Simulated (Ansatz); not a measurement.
Mulliken charges of C$_{2}$H$_{3}$ (`[CH]=C`) radical from ωB97M-V/def2-TZVPP in Ansatz (PBE0-D4/def2-TZVP geometry).

| atom | x (Å) | y (Å) | z (Å) | charge (e) |
| --- | --- | --- | --- | --- |
| C1 | 0.492 | -0.422 | 0.569 | -0.157 |
| C2 | -0.136 | 0.393 | -0.229 | -0.199 |
| H3 | 0.477 | -1.470 | 0.827 | 0.129 |
| H4 | -0.936 | 0.048 | -0.888 | 0.110 |
| H5 | 0.104 | 1.452 | -0.279 | 0.117 |

Problem. By hand: the dipole of these point charges (1 e Å = 4.8032 D).

Solution. Σ q r = (-0.079, -0.026, -0.067) e Å, of length 0.107 e Å = 0.51 D.

Problem. How does the dipole of the full density compare? (An estimate is asked.)

Solution. Ansatz gave: (-0.107, -0.059, -0.084) e Å, 0.71 D; the point charges give 0.72 times that, at 10° from its direction.

Point charges leave out the atoms' own dipoles, such as those of lone pairs, and Mulliken's split depends on the basis, so the two needn't agree.
